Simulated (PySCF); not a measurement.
Telling isomers of C₆H₄ apart by NMR

PySCF 2.14.0 with density-fitted response routines calculation with J: B3LYP/pcJ-1 (spin–dipole term left out of most H,H and C,H couplings), structure optimised with GFN2-xTB and PBE0/pcSseg-1 with gauge-including orbitals; non-relativistic, in vacuum, single conformer, averaged over atoms made equivalent by symmetry, fast rotation or ring inversion.

References, each an isolated molecule treated in the same way: ¹H and ¹³C against TMS. Multiplet labels drop J under 1 Hz and among equivalent protons, and merge close values. Unscaled 3J(H,H) run several per cent high. Shifts are as computed. Against solution values, carbons near 30 ppm lie about +3 ppm off and those near 130 ppm about +5 ppm. Of 1211 compounds with measured shifts, 218 miss one by over three times the rms of a fit or turn the order of signals round; such compounds aren't used in these exercises.

(1) Tabulate the signals of `C#CC1=CC1=C`, `C#C/C=C\C#C` and their relative energies.

(2) What is the quickest way to tell C#CC1=CC1=C from C#C/C=C\C#C?

Answers

(1) 
```json
{"SMILES": "C#CC1=CC1=C", "carbon types": "3×C 2×CH 1×CH2", "δC": "142.8, 137.2, 124.8, 113.4, 74.4, 69.1", "δH": "7.93 (dd, 1H), 4.33 (dd, 1H), 4.30 (s, 1H), 4.18 (dd, 1H)", "E rel. (kcal/mol)": "15.8"}
{"SMILES": "C#C/C=C\\C#C", "carbon types": "2×C 4×CH", "δC": "129.3, 99.4, 85.3", "δH": "6.11 (m, 2H), 3.34 (m, 2H)", "E rel. (kcal/mol)": "0.0"}
```

Energies are electronic energies at PBE0/pcSseg-1 on these geometries, without zero-point or thermal terms, each for the one conformer computed, which needn't be the lowest.

(2) Count the carbon signals: 6 against 3. The first has a terminal =CH2 carbon at 69.1 ppm, the second a terminal alkyne carbon (CH) at 99.4 ppm. Their most deshielded carbons lie at 142.8 and 129.3 ppm. In the proton spectra the most deshielded non-exchanging signals are 7.93 (dd, J = 2.2, 1.1 Hz, 1H) and 6.11 (m, 2H).
